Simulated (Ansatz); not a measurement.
# C₄H₄O₂: one species, many methods

How much do the methods differ for C₄H₄O₂? The plan is to run it at one geometry with functionals of several rungs and with coupled cluster, and see how far each lands from CCSD(T) at the basis-set limit for the atomisation energy.

Method: functionals in def2-TZVPP, the program's frozen cores in correlated methods; program: Ansatz 0.2.0, Gaussian basis.

The runs, in order: PBE-D4, r2SCAN-D4, PBE0-D4, B3LYP-D4, ωB97X-V, ωB97M-V, B2PLYP; CCSD(T)/def2-TZVPP; MP2/def2-QZVPP; extrapolation to the limit.

**1. The geometry**

An earlier PBE0-D4 in a triple-zeta def2 set relaxation fixed the geometry.

SMILES `C#CCOC=O`, 10 atoms, charge 0, spin multiplicity 1.

Atoms are counted from 1 here; the program's logs count them from 0.

Bond lengths: C1–C2 1.199 Å, C1–H7 1.065 Å, C2–C3 1.451 Å, C3–O4 1.434 Å, C3–H8 1.092 Å, C3–H9 1.091 Å, O4–C5 1.336 Å, C5–O6 1.194 Å, C5–H10 1.099 Å. Angles: C2–C1–H7 179.5°, C1–C2–C3 179.3°, C2–C3–O4 112.0°, C2–C3–H8 110.2°, C2–C3–H9 110.5°, O4–C3–H8 109.5°, O4–C3–H9 105.2°, H8–C3–H9 109.4°, C3–O4–C5 115.7°, O4–C5–O6 126.1°, O4–C5–H10 108.8°, O6–C5–H10 125.1°.

Coordinates:

```
C    -0.3607   -1.4080    1.8583
C    -0.1101   -1.0470    0.7432
C     0.1945   -0.6269   -0.6121
O    -0.5676    0.5238   -1.0027
C    -0.0395    1.7071   -0.6758
O     0.9997    1.8824   -0.1155
H    -0.5791   -1.7209    2.8521
H     1.2602   -0.4073   -0.7076
H    -0.0801   -1.4063   -1.3238
H    -0.7171    2.5031   -1.0162
```

**2. PBE-D4 (GGA)**

Input file in.yaml:

```yaml
crystal:
  periodic: [false, false, false]
  atoms:
    - {symbol: C, position_ang: [-0.360723, -1.407984, 1.858341]}
    - {symbol: C, position_ang: [-0.110098, -1.047024, 0.743187]}
    - {symbol: C, position_ang: [0.194467, -0.626878, -0.612143]}
    - {symbol: O, position_ang: [-0.567637, 0.523778, -1.002656]}
    - {symbol: C, position_ang: [-0.039475, 1.707123, -0.675838]}
    - {symbol: O, position_ang: [0.999664, 1.882389, -0.115476]}
    - {symbol: H, position_ang: [-0.579121, -1.720882, 2.852137]}
    - {symbol: H, position_ang: [1.260158, -0.407282, -0.707604]}
    - {symbol: H, position_ang: [-0.080140, -1.406299, -1.323781]}
    - {symbol: H, position_ang: [-0.717085, 2.503057, -1.016177]}
basis:
  gaussian: {orbitals: def2-TZVPP}
hamiltonian: {xc: pbe, dispersion: d4}
output: {forces: true, orbitals: {seedname: orbitals}}
```

Started as:

```sh
$ ansatz run in.yaml --threads 2 --pin off --events-out ev --progress --plain --max-ram 22528MiB --backend cpu
```

Further steps of the session: r2SCAN-D4 (meta-GGA); PBE0-D4 (hybrid); B3LYP-D4 (hybrid); ωB97X-V (range-separated); ωB97M-V (range-separated); B2PLYP (double hybrid); CCSD(T) in def2-TZVPP; MP2 in def2-QZVPP.

Q: Predict the results of all the runs planned. Wanted: atomisation energy, CCSD(T)/CBS; farthest; mean size of error, hybrid; mean size of error, range-separated; gap, smallest and largest; T1 diagnostic; triples share of the correlation energy.

**Answer**, as computed:

| quantity | value |
| --- | --- |
| atomisation energy, CCSD(T)/CBS | 46.268 eV |
| functionals within 0.231 eV (0.5 %) | B3LYP-D4, ωB97X-V, ωB97M-V, B2PLYP |
| farthest | PBE-D4 (+2.077 eV) |
| mean size of error, hybrid | 0.275 eV |
| mean size of error, range-separated | 0.143 eV |
| gap, smallest and largest | 5.48 eV (PBE-D4), 12.85 eV (ωB97X-V) |
| T1 diagnostic | 0.0153 |
| triples share of the correlation energy | 4.5 % |

What this shows: PBE-D4 misses by +2.077 eV. Double hybrids carry the basis error of their MP2 part in triple zeta, and no dispersion term here, so their miss is partly the set-up's. Misses under about 0.231 eV are within the doubt on the reference itself, which lacks core-valence correlation, relativity and higher excitations. Hartree-Fock recovers 69 % of the binding; the rest is correlation. Orbital gaps span 5.5 to 12.9 eV; exact exchange widens them.
